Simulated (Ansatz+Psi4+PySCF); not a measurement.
A calculation with PySCF 2.14.0.

```python
from pyscf import gto, scf, mp

# the (T+d) and (D+d) sets load through basis_set_exchange
mol = gto.M(atom="""
Si -0.015960 -0.009820 0.003930
F -0.012850 1.252490 1.018040
F -0.017450 -1.244140 1.022150
""", basis={'F': 'cc-pvtz', 'Si': 'cc-pv(t+d)z'}, charge=0, spin=0)
mf = scf.RHF(mol)
mf.kernel()
pt = mp.MP2(mf, frozen=7).run()
print(mf.e_tot, pt.e_corr, pt.e_tot)
```

The script is written out from the run's settings.

The run gave:

```
Converged                       : yes
Reference energy                : -488.00187 hartree
Correlation energy              : -0.60185 hartree
Total energy                    : -488.60372 hartree
Spin squared of the determinant : 0.000
```
